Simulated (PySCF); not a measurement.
## Reproducing measurements on ethyl chloride

**Measured values to compare with.**

NIST CCCBDB Release 22 (SRD 101), experimental polarizabilities lists, for the gas: mean polarisability 6.59 Å³.

The runs below try to reproduce these values; the comparison stands at the end.

Compound: ethyl chloride, C2H5Cl.
Atom-mapped SMILES: `[CH3:1][CH2:2][Cl:3]` (hydrogens: H4, H5, H6 on C1; H7, H8 on C2)

Structure used (PBE0-D3(BJ)/def2-SVP), in Å, numbered top down from 1:
```xyz
8
C2H5Cl angstrom
C      0.7780    0.1682    0.0557
C     -0.6512   -0.2904   -0.1022
Cl    -1.8095    0.9889    0.3804
H      0.9927    0.4354    1.1006
H      1.4666   -0.6376   -0.2447
H      0.9808    1.0487   -0.5712
H     -0.8721   -1.1648    0.5256
H     -0.8857   -0.5485   -1.1442
```

Runs made with PySCF (gas phase, on this PBE0-D3(BJ)/def2-SVP geometry; no spin–orbit coupling):

| level | job | basis functions |
| --- | --- | --- |
| B3LYP/def2-SVPD | 10 singlets by full TDDFT, 4 Tamm–Dancoff triplets, polarisability, ΔSCF ions | 107 |
| HF/def2-SVPD | 10 singlets by TDHF, 4 Tamm–Dancoff triplets, polarisability, ΔSCF ions | 107 |
| LDA/def2-SVPD | 10 singlets by full TDDFT, 4 Tamm–Dancoff triplets, polarisability, ΔSCF ions | 107 |
| PBE/def2-SVPD | 10 singlets by full TDDFT, 4 Tamm–Dancoff triplets, polarisability, ΔSCF ions | 107 |
| PBE0/6-31+G* | 10 singlets by full TDDFT, 4 Tamm–Dancoff triplets, polarisability | 68 |
| PBE0/6-31G* | 10 singlets by full TDDFT, 4 Tamm–Dancoff triplets, polarisability | 56 |
| PBE0/aug-cc-pVDZ | 10 singlets by full TDDFT, 4 Tamm–Dancoff triplets, polarisability | 118 |
| PBE0/aug-cc-pVTZ | 10 singlets by full TDDFT, 4 Tamm–Dancoff triplets, polarisability | 257 |
| PBE0/def2-SVP | 10 singlets by full TDDFT, 4 Tamm–Dancoff triplets, polarisability | 71 |
| PBE0/def2-TZVP | 10 singlets by full TDDFT, 4 Tamm–Dancoff triplets, polarisability | 129 |
| PBE0/def2-TZVPD | 10 singlets by full TDDFT, 4 Tamm–Dancoff triplets, polarisability | 165 |
| wB97X-D/def2-SVPD | 10 singlets by full TDDFT, 4 Tamm–Dancoff triplets, polarisability, ΔSCF ions | 107 |

All basis functions are spherical.

**Comparison with experiment**

**Mean polarisability.** Measured: 6.59 Å³ (NIST CCCBDB Release 22 (SRD 101), experimental polarizabilities).

```
            level  computed (Å³)  computed − measured (Å³)  % (from the printed values)
  B3LYP/def2-SVPD           6.22                     -0.37                           -6
     HF/def2-SVPD           5.83                     -0.76                          -12
    LDA/def2-SVPD           6.45                     -0.14                           -2
    PBE/def2-SVPD           6.37                     -0.22                           -3
     PBE0/6-31+G*           5.24                     -1.35                          -20
      PBE0/6-31G*           4.63                     -1.96                          -30
 PBE0/aug-cc-pVDZ           6.17                     -0.42                           -6
 PBE0/aug-cc-pVTZ           6.28                     -0.31                           -5
    PBE0/def2-SVP           4.65                     -1.94                          -29
   PBE0/def2-TZVP           5.56                     -1.03                          -16
  PBE0/def2-TZVPD           6.27                     -0.32                           -5
wB97X-D/def2-SVPD           6.09                     -0.50                           -8
```

12 of the 16 levels run are shown, the closest and the furthest among them. Closest is LDA/def2-SVPD (-0.14 Å³), furthest PBE0/6-31G* (-1.96 Å³); one molecule doesn't rank methods. All 16 levels lie below the measurement. The computed values are static and purely electronic, with core orbitals frozen in the response (1 au = 0.148185 Å³). The table of measured values doesn't say here whether a value is static or optical, or holds a vibrational part.

No measured geometry was used, and the causes of the misses weren't examined.
